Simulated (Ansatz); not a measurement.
`C=CCSCC` + H₂S → `CCSCS` + `C=C`  (substitution at a C–C bond)

Calculated with Ansatz (gas phase, PBE0-D4/def2-TZVP geometries, no zero-point term in ΔE). CCSD(T)/CBS adds triple-zeta CCSD(T) − MP2 to the extrapolated MP2 energy (def2 sets, frozen cores). This one scheme is used for every species. One conformer a species, not always the lowest.

| species | CCSD(T)/def2-TZVPP energy (Eh) |
| --- | --- |
| `C=CCSCC` | -593.89633 |
| H₂S | -398.93111 |
| `CCSCS` | -914.37363 |
| `C=C` | -78.43996 |

Work out ΔE.

ΔE = (-914.37363) + (-78.43996) − (-593.89633) − (-398.93111) = 0.01385 Eh = +8.7 kcal/mol. CCSD(T)/CBS gives +8.0 kcal/mol.

Largest T1 diagnostic among the species: 0.011.

In def2-TZVPP, CCSD(T) changes the Hartree–Fock value by +1.8 kcal/mol (the triples alone add +0.1 kcal/mol) and MP2 by +2.1 kcal/mol. The D4 term adds +1.2 kcal/mol with B3LYP and +0.8 kcal/mol with PBE0; it sums over pairs of atoms, weighted by their polarisabilities, and B3LYP, whose exchange is more repulsive, gets the larger term.

B3LYP here is the variant with VWN-RPA as its local correlation; programs differ in this.
